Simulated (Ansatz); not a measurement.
MgSi₂. Total charge 0; singlet. Geometry r2SCAN-D4/def2-TZVP.

Cartesian coordinates in Å:
```
Mg -0.416 0.737 1.239
Si -0.317 -1.261 -0.265
Si 0.733 0.524 -0.973
```

HSE06 is defined as in plane-wave codes, on full-range PBE exchange. The structure comes from a short search, and lower isomers may exist.

**Question.** Estimate the orbital energies around the gap (eV) in Ansatz with PBE-D4/def2-SVP, r2SCAN-D4/def2-TZVP, r2SCAN-D4/def2-TZVPD, PBE0-D4/def2-SVP, HSE06-D4/def2-TZVP.

**Answer.** 
```
orbital  PBE-D4/def2-SVP  r2SCAN-D4/def2-TZVP  r2SCAN-D4/def2-TZVPD  PBE0-D4/def2-SVP  HSE06-D4/def2-TZVP
HOMO−13           -94.03               -95.90                -95.91            -99.39              -98.79
HOMO−12           -93.94               -95.83                -95.84            -99.32              -98.72
HOMO−11           -93.94               -95.83                -95.84            -99.32              -98.72
HOMO−10           -93.86               -95.73                -95.74            -99.25              -98.64
 HOMO−9           -93.82               -95.69                -95.70            -99.21              -98.61
 HOMO−8           -81.45               -84.32                -84.32            -87.56              -86.75
 HOMO−7           -48.63               -49.77                -49.78            -52.83              -51.98
 HOMO−6           -48.62               -49.75                -49.76            -52.83              -51.97
 HOMO−5           -48.60               -49.75                -49.75            -52.80              -51.95
 HOMO−4           -12.54               -12.94                -12.95            -14.26              -13.72
 HOMO−3            -8.37                -8.60                 -8.61             -9.48               -9.09
 HOMO−2            -6.53                -6.62                 -6.62             -7.26               -6.83
 HOMO−1            -4.88                -5.02                 -5.02             -5.63               -5.21
   HOMO            -4.59                -4.68                 -4.69             -5.41               -5.00
   LUMO            -3.80                -3.69                 -3.69             -3.23               -3.53
 LUMO+1            -3.21                -3.14                 -3.15             -2.55               -2.87
 LUMO+2            -1.79                -1.73                 -1.74             -1.04               -1.48
 LUMO+3            -1.34                -1.12                 -1.13             -0.76               -1.14
 LUMO+4            -0.12                 0.20                  0.05              0.59                0.08
 LUMO+5             0.64                 0.96                  0.68              1.17                0.69
```
